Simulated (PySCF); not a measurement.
Species: C5H12N (charge +1).
Numbering: `[CH3:1][N+:2]1([CH3:3])[CH2:4][CH2:5][CH2:6]1` (hydrogens: H7, H8, H9 on C1; H10, H11, H12 on C3; H13, H14 on C4; H15, H16 on C5; H17, H18 on C6)

The same species was optimised twice, with GFN2-xTB and with PBE0-D3(BJ)/def2-SVP (PySCF), and the same property calculations (PySCF, gas phase) were run on both structures.

| coordinate | GFN2-xTB | PBE0-D3(BJ)/def2-SVP | change |
| --- | --- | --- | --- |
| N2–C4 (Å) | 1.498 | 1.523 | +0.025 |
| N2–C6 (Å) | 1.498 | 1.523 | +0.025 |
| C1–N2 (Å) | 1.466 | 1.482 | +0.016 |
| N2–C3 (Å) | 1.464 | 1.478 | +0.014 |
| C4–C5 (Å) | 1.532 | 1.530 | -0.002 |
| C5–C6 (Å) | 1.532 | 1.530 | -0.002 |
| C4–N2–C6 (°) | 89.8 | 88.3 | -1.5 |
| C3–N2–C6 (°) | 115.0 | 115.8 | +0.8 |
| C1–N2–C3 (°) | 110.2 | 110.9 | +0.7 |
| C3–N2–C4 (°) | 115.0 | 115.7 | +0.7 |
| C1–N2–C6 (°) | 112.8 | 112.3 | -0.5 |
| C1–N2–C4 (°) | 112.8 | 112.3 | -0.5 |
| C4–C5–C6 (°) | 87.3 | 87.8 | +0.5 |
| N2–C6–C5 (°) | 90.9 | 90.7 | -0.2 |

Rotational constants: A = 5287, B = 3239, C = 2995 MHz (GFN2-xTB) against A = 5208, B = 3198, C = 2945 MHz (PBE0-D3(BJ)/def2-SVP). Point groups within 0.08 Å: Cs and Cs.

On the GFN2-xTB structure: lowest singlet, TDDFT (eV) 9.71 [CAM-B3LYP/def2-SVPD]; isotropic polarisability (au) 58.6 [CAM-B3LYP/def2-SVPD]; HOMO (eV) -15.94 [CAM-B3LYP/def2-SVPD]; LUMO (eV) -2.97 [CAM-B3LYP/def2-SVPD]; HOMO (eV) -14.52 [PBE0/pcSseg-1]; LUMO (eV) -3.62 [PBE0/pcSseg-1]; GIAO shielding of C1/C3 (mean) (ppm) 132.9 [PBE0/pcSseg-1]; GIAO shielding of N2 (ppm) 200.3 [PBE0/pcSseg-1]; GIAO shielding of C4/C6 (mean) (ppm) 121.3 [PBE0/pcSseg-1]; GIAO shielding of C5 (ppm) 175.7 [PBE0/pcSseg-1].

Task: What do these properties become on the PBE0-D3(BJ)/def2-SVP structure?

Result: 
```csv
property,level,on GFN2-xTB,on PBE0-D3(BJ)/def2-SVP,change
"lowest singlet, TDDFT (eV)",CAM-B3LYP/def2-SVPD,9.71,9.67,-0.04
isotropic polarisability (au),CAM-B3LYP/def2-SVPD,58.6,59.8,+1.2
HOMO (eV),CAM-B3LYP/def2-SVPD,-15.94,-15.95,-0.01
LUMO (eV),CAM-B3LYP/def2-SVPD,-2.97,-3.00,-0.03
"energy, GFN2-xTB geometry as zero (kcal/mol)",CAM-B3LYP/def2-SVPD,0.0,-1.3,-1.3
HOMO (eV),PBE0/pcSseg-1,-14.52,-14.53,-0.01
LUMO (eV),PBE0/pcSseg-1,-3.62,-3.72,-0.10
"energy, GFN2-xTB geometry as zero (kcal/mol)",PBE0/pcSseg-1,0.0,-1.2,-1.2
GIAO shielding of C1/C3 (mean) (ppm),PBE0/pcSseg-1,132.9,130.5,-2.4
GIAO shielding of N2 (ppm),PBE0/pcSseg-1,200.3,190.8,-9.5
GIAO shielding of C4/C6 (mean) (ppm),PBE0/pcSseg-1,121.3,116.2,-5.1
GIAO shielding of C5 (ppm),PBE0/pcSseg-1,175.7,171.7,-4.0
```

The heavy atoms differ by 0.043 Å rms after alignment. Among bonds between heavy atoms N2–C4 and N2–C6 change most and about equally (+0.025 Å). Changes are differences of the printed values. Neither structure is proved a minimum here. Geometry: PBE0-D3(BJ)/def2-SVP, one conformer, isolated ion.
